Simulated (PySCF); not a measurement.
Species: 2,2-difluorobutane, C4H8F2.
Geometry (GFN2-xTB, Å), atoms numbered from 1 in this order:
```
atom  x, y, z in Å
C1    -1.5281   -0.2286    0.5645
C2    -0.6153   -0.5816   -0.6029
C3     0.6091    0.3251   -0.6917
C4     1.5058    0.3555    0.5323
F5     1.3521   -0.0573   -1.7802
F6     0.2104    1.6009   -0.9899
H7    -2.4456   -0.8070    0.4998
H8    -1.0528   -0.4492    1.5166
H9    -1.7854    0.8274    0.5357
H10   -0.2633   -1.6115   -0.5250
H11   -1.1606   -0.4779   -1.5436
H12    0.9842    0.8317    1.3565
H13    1.7882   -0.6569    0.8059
H14    2.4006    0.9288    0.2998
```

PySCF, density fitting, gas phase, GFN2-xTB geometry. The standard run uses grid level 2 after a coarse-grid start, the def2-universal JK fitting basis (with tight functions added where the orbital basis needs them), an energy threshold of 1e-9 Eh and DIIS. The changed runs have no coarse-grid stage.

Question: Standard PBE0/pcSseg-1: E = -356.529070 Eh, HOMO -9.174 eV, LUMO 1.372 eV, dipole 2.416 D, 12 cycles (coarse-grid cycles included). What changes at PBE0/pcSseg-1 with: damping 0.3 at the start, DIIS from the seventh cycle?

Answer: E = -356.529070 Eh (0.000 mEh), HOMO -9.174 eV (0.000), LUMO 1.372 eV (0.000), dipole 2.416 D (0.000), 13 SCF cycles. The result matches the standard run within 0.02 mEh and 0.003 eV; such settings steer the iterations and don't enter the energy expression.

The cycles:
```
cycle   1  E = -356.4334587216  dE =  5.447e-01  |g| = 7.295e-01  |ddm| = 3.002e+00
cycle   2  E = -356.4932528614  dE = -5.979e-02  |g| = 4.818e-01  |ddm| = 6.513e-01
cycle   3  E = -356.5128937207  dE = -1.964e-02  |g| = 3.244e-01  |ddm| = 4.170e-01
cycle   4  E = -356.5210816631  dE = -8.188e-03  |g| = 2.311e-01  |ddm| = 2.833e-01
cycle   5  E = -356.5249546079  dE = -3.873e-03  |g| = 1.657e-01  |ddm| = 2.085e-01
cycle   6  E = -356.5200330975  dE =  4.922e-03  |g| = 2.456e-01  |ddm| = 2.174e-01
cycle   7  E = -356.5102255720  dE =  9.808e-03  |g| = 3.553e-01  |ddm| = 3.170e-01
cycle   8  E = -356.5290645046  dE = -1.884e-02  |g| = 4.898e-03  |ddm| = 1.851e-01
cycle   9  E = -356.5290689334  dE = -4.429e-06  |g| = 2.022e-03  |ddm| = 4.413e-03
cycle  10  E = -356.5290698975  dE = -9.642e-07  |g| = 1.908e-04  |ddm| = 1.678e-03
cycle  11  E = -356.5290699031  dE = -5.534e-09  |g| = 9.809e-05  |ddm| = 1.881e-04
cycle  12  E = -356.5290699047  dE = -1.575e-09  |g| = 1.610e-05  |ddm| = 6.878e-05
cycle  13  E = -356.5290699047  dE = -3.638e-11  |g| = 5.182e-06  |ddm| = 1.400e-05
```
